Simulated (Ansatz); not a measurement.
# F3P: the cost of one run

Method: DFT B3LYP, Gaussian basis aug-cc-pV(T+d)Z, in Ansatz 0.2.0.

## (1) The system as given

Bond lengths: P1–F2 1.555 Å, P1–F3 1.564 Å, P1–F4 1.570 Å. Angles: F2–P1–F3 97.5°, F2–P1–F4 98.5°, F3–P1–F4 97.5°.

Structure file:

```xyz
4

P     0.0162   -0.0061   -0.0053
F     1.3624    0.0087   -0.7842
F    -0.6691    1.1816   -0.7580
F    -0.6891   -1.1746   -0.7818
```

## (2) Relaxing the atoms: F3P

Input file input.yaml:

```yaml
relax:
  f_tol: 0.0002
  max_steps: 200
crystal:
  periodic: [false, false, false]
  atoms:
    - { symbol: P, position_ang: [0.016243, -0.006118, -0.005282] }
    - { symbol: F, position_ang: [1.362423, 0.008654, -0.784166] }
    - { symbol: F, position_ang: [-0.669128, 1.181573, -0.757961] }
    - { symbol: F, position_ang: [-0.68907, -1.174564, -0.781753] }
basis:
  gaussian: { orbitals: "aug-cc-pV(T+d)Z.json" }
hamiltonian:
  xc: { name: B3LYP }
accuracy: high
```

Run with:

```bash
$ ansatz run input.yaml --threads 8 --pin off --max-ram 12288MiB --backend cpu --events-out ev --progress --plain --runs-dir out
```

What time and memory should one allow on 8 threads of AMD EPYC 7R43 (Zen 3), shared host?

About 42 s, with a peak of 1.1 GiB.
